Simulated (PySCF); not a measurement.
# CH5AlO (SMILES [CH3][AlH][OH]): levels of theory compared

We compute a comparison of 6 runs (HF/3-21G, HF/def2-SVP, B3LYP/6-31G*, PBE0/def2-SVP, wB97X/cc-pVDZ, MP2/6-31G) of CH5AlO. Input form: a Python script.

Program for the calculation: PySCF 2.14.0.

## 1. Starting point

CH5AlO: 8 atoms, total charge 0, spin state singlet. SMILES: `[CH3][AlH][OH]`. The coordinates come from a PBE0-D4/def2-TZVP relaxation. This is one conformer, not always the lowest.

Bond lengths: C1–Al2 1.941 Å, Al2–O3 1.701 Å, C1–H4 1.095 Å, C1–H5 1.092 Å, C1–H6 1.095 Å, Al2–H7 1.589 Å, O3–H8 0.956 Å. Angles: C1–Al2–O3 117.6°, C1–Al2–H7 124.2°, O3–Al2–H7 118.3°, Al2–C1–H4 111.0°, Al2–C1–H5 111.9°, Al2–C1–H6 111.2°, Al2–O3–H8 122.5°, H4–C1–H5 107.9°, H4–C1–H6 106.4°, H5–C1–H6 108.2°.

## 2. Energy and gradient at HF/3-21G (run 1)

input.py reads:

```python
# [CH3][AlH][OH]
import pyscf.grad
from pyscf import gto, scf

molecule = gto.Mole()
molecule.atom = '''
C     -1.470018     1.856089    -0.133982
Al     1.095474    -0.744930    -0.453345
O      1.029145    -3.167937     1.656912
H     -0.614350     3.693470     0.282136
H     -2.818338     1.427499     1.368729
H     -2.524107     2.088147    -1.898797
H      3.244282    -0.745497    -2.551508
H      2.232144    -4.514745     1.624220
'''
molecule.unit = 'bohr'
molecule.spin = 0
molecule.charge = 0
molecule.basis = '3-21g'
molecule.max_memory = 1860
molecule.verbose = 4
molecule.build()

myscf = scf.RHF(molecule)
myscf.conv_tol = 1e-10
myscf.kernel()
if not myscf.converged:
    myscf = myscf.newton().run(myscf.mo_coeff, myscf.mo_occ)

etot = myscf.e_tot
print('Final energy', etot)
grad = myscf.Gradients().kernel()
myscf.analyze()
```

Run with:

```sh
OMP_NUM_THREADS=1 python input.py
```

Log:

```text
PySCF version 2.14.0

[... 75 lines left out ...]
Nuclear Repulsion Energy =              98.976518943586328
[... 6 lines left out ...]
MO #1   energy= -58.0545601630974  occ= 2
[... 4 lines left out ...]
MO #6   energy= -3.16423953287524  occ= 2
[... 4 lines left out ...]
MO #11  energy= -0.543722375912381 occ= 2
[... 4 lines left out ...]
MO #16  energy= -0.401913269612893 occ= 2
[... 4 lines left out ...]
MO #21  energy= 0.314042947032864  occ= 0
[... 4 lines left out ...]
MO #26  energy= 0.4163260938388    occ= 0
[... 4 lines left out ...]
MO #31  energy= 1.08876231084047   occ= 0
[... 4 lines left out ...]
MO #36  energy= 1.42334697062236   occ= 0
[... 4 lines left out ...]
MO #41  energy= 3.11934018897083   occ= 0
[... 13 lines left out ...]
pop of  1 Al 3s           0.82181
pop of  1 Al 4s           0.00636
pop of  1 Al 2px          1.99968
pop of  1 Al 2py          1.99966
pop of  1 Al 2pz          1.99977
pop of  1 Al 3px          0.50106
pop of  1 Al 3py          0.35372
pop of  1 Al 3pz          0.40115
pop of  1 Al 4px          0.00805
pop of  1 Al 4py          0.00708
pop of  1 Al 4pz          0.00822
pop of  2 O 1s            1.99984
pop of  2 O 2s            1.62424
pop of  2 O 3s            0.00254
pop of  2 O 2px           1.68552
pop of  2 O 2py           1.54930
pop of  2 O 2pz           1.83716
pop of  2 O 3px           0.00224
pop of  2 O 3py           0.00142
pop of  2 O 3pz           0.00355
pop of  3 H 1s            0.89021
pop of  3 H 2s            0.00712
pop of  4 H 1s            0.88244
pop of  4 H 2s            0.00774
pop of  5 H 1s            0.89046
pop of  5 H 2s            0.00714
pop of  6 H 1s            1.18550
pop of  6 H 2s            0.00256
pop of  7 H 1s            0.69697
pop of  7 H 2s            0.00983
 ** Mulliken atomic charges  **
charge of    0C =     -0.60798
charge of    1Al =      0.89374
charge of    2O =     -0.70580
charge of    3H =      0.10266
charge of    4H =      0.10982
charge of    5H =      0.10241
charge of    6H =     -0.18806
charge of    7H =      0.29321
Dipole moment(X, Y, Z, Debye):  0.94467, -0.23618, -0.71312
```

Run time: 3.3 s. Hardware: 1 thread of Intel Xeon at 2.50GHz (Skylake/Cascade Lake), shared host; peak memory 0.12 GiB.

## 3. Energy and gradient at HF/def2-SVP (run 2)

run.py reads:

```python
import pyscf.grad
from pyscf import gto, scf

mol = gto.M(
    atom='''
C     -0.777900     0.982200    -0.070900
Al     0.579700    -0.394200    -0.239900
O      0.544600    -1.676400     0.876800
H     -0.325100     1.954500     0.149300
H     -1.491400     0.755400     0.724300
H     -1.335700     1.105000    -1.004800
H      1.716800    -0.394500    -1.350200
H      1.181200    -2.389100     0.859500
''',
    basis='def2-svp',
    spin=0,
    verbose=3,
    max_memory=1860,
)

mf = scf.RHF(mol)
mf.conv_tol = 1e-10
mf.kernel()
if not mf.converged:
    mf = mf.newton().run(mf.mo_coeff, mf.mo_occ)

energy = mf.e_tot
print('E(%s) = %.9f' % ('HF', energy))
grad = mf.Gradients().kernel()
dip = mf.dip_moment()
pop, q = mf.mulliken_pop()
```

Run with:

```sh
OMP_NUM_THREADS=1 python run.py
```

Log:

```text
converged SCF energy = -357.44848045432
E(HF) = -357.448480454
--------------- RHF gradients ---------------
         x                y                z
0 C     0.0019714096    -0.0034346548     0.0010438053
1 Al    -0.0022132860     0.0022570117     0.0002591054
2 O    -0.0136882737     0.0120129508     0.0031840726
3 H     0.0003287687    -0.0005266879    -0.0001885698
4 H     0.0000946996     0.0000455421    -0.0001008788
5 H     0.0006002327    -0.0003785063    -0.0000418481
6 H     0.0015315029     0.0000093652    -0.0015280023
7 H     0.0113749461    -0.0099850208    -0.0026276843
----------------------------------------------
Dipole moment(X, Y, Z, Debye):  0.69624, -0.16680, -0.53303
 ** Mulliken pop  **
pop of  0 C 1s            1.98898
pop of  0 C 2s            0.82855
pop of  0 C 3s            0.36469
pop of  0 C 2px           0.69109
pop of  0 C 2py           0.69582
pop of  0 C 2pz           0.65732
pop of  0 C 3px           0.43395
pop of  0 C 3py           0.44111
pop of  0 C 3pz           0.36364
pop of  0 C 3dxy          0.00399
pop of  0 C 3dyz          0.00128
pop of  0 C 3dz^2         0.00482
pop of  0 C 3dxz          0.00820
pop of  0 C 3dx2-y2       0.00244
pop of  1 Al 1s           1.99943
pop of  1 Al 2s           1.99156
pop of  1 Al 3s           0.71173
pop of  1 Al 4s           0.05311
pop of  1 Al 2px          1.97991
pop of  1 Al 2py          1.98021
pop of  1 Al 2pz          1.97931
pop of  1 Al 3px          0.27036
pop of  1 Al 3py          0.25519
pop of  1 Al 3pz          0.21961
pop of  1 Al 4px          0.13346
pop of  1 Al 4py          0.06466
pop of  1 Al 4pz          0.09924
pop of  1 Al 3dxy         0.05468
pop of  1 Al 3dyz         0.04899
pop of  1 Al 3dz^2        0.04467
pop of  1 Al 3dxz         0.05131
pop of  1 Al 3dx2-y2      0.04848
pop of  2 O 1s            1.99082
pop of  2 O 2s            1.03827
pop of  2 O 3s            0.70275
pop of  2 O 2px           0.94320
pop of  2 O 2py           0.89267
pop of  2 O 2pz           1.01519
pop of  2 O 3px           0.68711
pop of  2 O 3py           0.57159
pop of  2 O 3pz           0.77522
pop of  2 O 3dxy          0.00297
pop of  2 O 3dyz          0.00097
pop of  2 O 3dz^2         0.00170
pop of  2 O 3dxz          0.00076
pop of  2 O 3dx2-y2       0.00030
pop of  3 H 1s            0.73566
pop of  3 H 2s            0.18432
pop of  3 H 2px           0.00786
pop of  3 H 2py           0.01537
pop of  3 H 2pz           0.00467
pop of  4 H 1s            0.73499
pop of  4 H 2s            0.17190
pop of  4 H 2px           0.01024
pop of  4 H 2py           0.00584
pop of  4 H 2pz           0.01122
pop of  5 H 1s            0.73609
pop of  5 H 2s            0.18392
pop of  5 H 2px           0.00837
pop of  5 H 2py           0.00563
pop of  5 H 2pz           0.01379
pop of  6 H 1s            0.71622
pop of  6 H 2s            0.55939
pop of  6 H 2px           0.00328
pop of  6 H 2py           0.00013
pop of  6 H 2pz           0.00306
pop of  7 H 1s            0.66910
pop of  7 H 2s            0.05124
pop of  7 H 2px           0.02670
pop of  7 H 2py           0.02887
pop of  7 H 2pz           0.01684
 ** Mulliken atomic charges  **
charge of    0C =     -0.48589
charge of    1Al =      1.01410
charge of    2O =     -0.62352
charge of    3H =      0.05212
charge of    4H =      0.06582
charge of    5H =      0.05219
charge of    6H =     -0.28207
charge of    7H =      0.20725
```

Run time: 8.1 s. Hardware: 1 thread of Intel Xeon at 2.50GHz (Skylake/Cascade Lake), shared host; peak memory 0.14 GiB.

Runs 3 to 5 aren't shown in full; the table further down has their settings and results.

## 4. Energy and forces at MP2/6-31G (run 6)

input.py reads:

```python
import pyscf.grad
from pyscf import gto, mp

mol = gto.M(
    atom='''
C     -1.470018     1.856089    -0.133982
Al     1.095474    -0.744930    -0.453345
O      1.029145    -3.167937     1.656912
H     -0.614350     3.693470     0.282136
H     -2.818338     1.427499     1.368729
H     -2.524107     2.088147    -1.898797
H      3.244282    -0.745497    -2.551508
H      2.232144    -4.514745     1.624220
''',
    max_memory=1860,
    spin=0,
    verbose=4,
    basis='6-31g',
    charge=0,
    unit='bohr',
)

mf = mol.RHF()
mf.conv_tol = 1e-10
mf.kernel()
if not mf.converged:
    mf = mf.newton().run(mf.mo_coeff, mf.mo_occ)

pt = mp.MP2(mf, frozen=7).run()
etot = pt.e_tot
print('Final energy', etot)
grad = pt.Gradients().kernel()
dip = mf.dip_moment()
pop, q = mf.mulliken_pop()
```

Run with:

```sh
OMP_NUM_THREADS=1 python input.py
```

Log:

```text
PySCF version 2.14.0

[... 60 lines left out ...]
converged SCF energy = -357.529359586617
[... 8 lines left out ...]
Final energy -357.78255908251583
[... 8 lines left out ...]
Dipole moment(X, Y, Z, Debye):  1.02439,  0.09705, -1.07003
[... 11 lines left out ...]
pop of  1 Al 2s           1.99917
pop of  1 Al 3s           0.67346
pop of  1 Al 4s           0.07296
pop of  1 Al 2px          1.99265
pop of  1 Al 2py          1.99305
pop of  1 Al 2pz          1.99244
pop of  1 Al 3px          0.37175
pop of  1 Al 3py          0.25302
pop of  1 Al 3pz          0.26479
pop of  1 Al 4px          0.03835
pop of  1 Al 4py          0.00677
pop of  1 Al 4pz          0.03433
pop of  2 O 1s            1.99774
pop of  2 O 2s            0.87308
pop of  2 O 3s            1.02359
pop of  2 O 2px           0.96206
pop of  2 O 2py           0.90781
pop of  2 O 2pz           1.02851
pop of  2 O 3px           0.75467
pop of  2 O 3py           0.66698
pop of  2 O 3pz           0.82927
pop of  3 H 1s            0.51754
pop of  3 H 2s            0.30614
pop of  4 H 1s            0.51580
pop of  4 H 2s            0.28811
pop of  5 H 1s            0.51788
pop of  5 H 2s            0.30629
pop of  6 H 1s            0.48169
pop of  6 H 2s            0.80133
pop of  7 H 1s            0.49130
pop of  7 H 2s            0.08066
 ** Mulliken atomic charges  **
charge of    0C =     -0.95706
charge of    1Al =      1.30748
charge of    2O =     -1.04369
charge of    3H =      0.17632
charge of    4H =      0.19609
charge of    5H =      0.17584
charge of    6H =     -0.28302
charge of    7H =      0.42804
```

It took 7.8 s on 1 thread of Intel Xeon at 2.50GHz (Skylake/Cascade Lake), shared host; peak memory 0.15 GiB.

## 5. The series

```tsv
run	level	Cartesian functions	integration grid	energy (Eh)	dipole moment (D) of the reference	HOMO energy (eV)	LUMO energy (eV)	wall time
1	HF/3-21G	no	–	-355.649390	1.21	-10.94	2.43	3.3 s
2	HF/def2-SVP	no	–	-357.448480	0.89	-11.12	2.47	8.1 s
3	B3LYP/6-31G* (Cartesian functions)	yes	5	-358.819250	0.69	-7.57	-0.46	33 s
4	PBE0/def2-SVP	no	5	-358.403840	0.66	-7.89	-0.27	33 s
5	wB97X/cc-pVDZ	no	5	-358.778515	0.65	-10.28	1.62	56 s
6	MP2/6-31G	no	–	-357.782559	1.48	-11.10	2.09	7.8 s
```

## 6. Summary of results

| quantity | value |
| --- | --- |
| run 6: total energy | -357.78256 Eh |
| run 6: dipole moment (Hartree–Fock density) | 1.48 D |
| run 6: HOMO energy (Hartree–Fock orbitals) | -11.10 eV |
| run 6: LUMO energy (Hartree–Fock orbitals) | 2.09 eV |
| run 6: HOMO–LUMO gap (Hartree–Fock orbitals) | 13.19 eV |
| run 6: correlation energy (7 core orbitals frozen) | -253.2 mEh |
| run 6: largest force on an atom | 1.277 eV/Å |

What this shows: Over runs 1, 2, 3, 4, 5 the dipole moment (its size) runs from 0.65 D (wB97X/cc-pVDZ) to 1.21 D (HF/3-21G). The two ends differ in method and basis. Over runs 1, 2, 3, 4, 5 the HOMO–LUMO gap runs from 7.10 eV (B3LYP/6-31G*) to 13.59 eV (HF/def2-SVP). Totals of different functionals can't be ranked against each other. All runs together took 2.4 min, the longest 56 s.
